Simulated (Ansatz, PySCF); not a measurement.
Species: CH3F (charge 0, singlet). 
Coordinates optimised at B3LYP-D3(BJ)/def2-TZVP (Ansatz, a first-principles code):
```
C
F 1 1.3893
H 1 1.0909 2 108.82
H 1 1.0909 3 110.11 2 -119.20
H 1 1.0909 3 110.11 4 -121.60
```
Charge 0, spin multiplicity 1.

Quantity: atomisation energy (electronic, to ground-state atoms), in eV. Correlated levels leave the core frozen unless marked. Open shells are spin-unrestricted. No spin-orbit coupling. No relativistic terms. The coupled-cluster limit lacks core correlation, which all-electron functionals hold. CBS marks a two-point X^-3 extrapolation of the correlation energy; Hartree-Fock from the larger set.

| level | program | atomisation energy (eV) |
|---|---|---|
| PBE/def2-TZVPD | Ansatz | 18.60 |
| PBE-D3(BJ)/def2-TZVPD | Ansatz + dftd3 | 18.63 |
| B97M-V/def2-TZVPD | Ansatz | 18.24 |
| TPSSh-D3(BJ)/def2-TZVPD | PySCF + dftd3 | 18.45 |
| r2SCANh-D4/def2-TZVPD | Ansatz + dftd4 | ___ |
| MN15/def2-TZVPD | PySCF | ___ |
| LC-wPBE/def2-TZVPD | Ansatz | ___ |
| RPA@PBE/cc-pVTZ | Ansatz | 17.07 |
| SCS-MP2/STO-3G | Ansatz | 17.67 |
| SCS-MP2/aug-cc-pVTZ | Ansatz | 18.20 |
| SCS-MP2/cc-pVTZ | Ansatz | 18.06 |
| CCSD/def2-SVP | Ansatz | 17.33 |
| CCSDT/cc-pVDZ | Ansatz | 16.91 |
| CCSD(T)/CBS(def2-TZVPPD,def2-QZVPPD) | Ansatz | 18.30 |

**Question.** What belongs in the gaps?

**Answer.** 
- r2SCANh-D4/def2-TZVPD, atomisation energy (eV): 18.15
- MN15/def2-TZVPD, atomisation energy (eV): 18.37
- LC-wPBE/def2-TZVPD, atomisation energy (eV): 18.25
